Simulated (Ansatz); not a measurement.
# Worked example: SbH2, doublet against SbH₂⁻, singlet

Geometry (PBE0/def2-TZVPD stationary point of a singlet), kept for both states (SbH2⁻, singlet: A1; SbH2, doublet: B1):

```yaml
atoms:
  - { symbol: Sb, position_ang: [0.0000, -0.0198, 0.0000] }
  - { symbol: H, position_ang: [0.0000, 1.1955, 1.2291] }
  - { symbol: H, position_ang: [0.0000, 1.1955, -1.2291] }
```

Basis def2-TZVPD with its core potentials; Ansatz 0.2.0. Correlated methods freeze the noble-gas cores and the filled d shells of p-block atoms. Prefix R: restricted or restricted open-shell reference; prefix U: unrestricted. No spin–orbit coupling is included; scalar relativity enters through the core potentials alone.

Full CI isn't at hand for all of this; UCCSDT(Q) serves as the reference, and is uncertain by the last step of the cluster series or more.

The highest occupied Kohn–Sham level of the anion is positive, up to +1.53 eV, so in those functionals the extra electron is held by the basis alone, which enters their differences from the reference.

```
    level  E(SbH2⁻, singlet) (hartree)  E(SbH2, doublet) (hartree)
      UHF                  -240.414622                 -240.403473
     UMP2                  -240.550614                 -240.510261
 UCCSD(T)                  -240.581455                 -240.539469
      PBE                  -241.451169                 -241.406916
     PBE0                  -241.464807                 -241.420836
UCCSDT(Q)                  -240.582589                 -240.540405
```

Give the vertical gap, SbH2 doublet less SbH2⁻ singlet, at each level in eV (1 hartree = 27.2114 eV), and each error against UCCSDT(Q).

UCCSDT(Q): (-240.540405 − (-240.582589)) × 27.2114 = 1.148 eV (the reference)
PBE0: (-241.420836 − (-241.464807)) × 27.2114 = 1.197 eV, error 0.049 eV
PBE: (-241.406916 − (-241.451169)) × 27.2114 = 1.204 eV, error 0.056 eV
UCCSD(T): (-240.539469 − (-240.581455)) × 27.2114 = 1.142 eV, error -0.006 eV
UMP2: (-240.510261 − (-240.550614)) × 27.2114 = 1.098 eV, error -0.050 eV
UHF: (-240.403473 − (-240.414622)) × 27.2114 = 0.303 eV, error -0.845 eV

Total energies of functionals can't be set beside those of wave-function methods, since they hold the core's correlation and their own absolute errors; only the differences compare.

The reference still carries a basis error, for a change of charge of the order of 0.1 eV, so smaller errors of functionals can't be ranked.

Each level lands on the state that its own search finds. T1 diagnostics of restricted CCSD: 0.015 and 0.020.
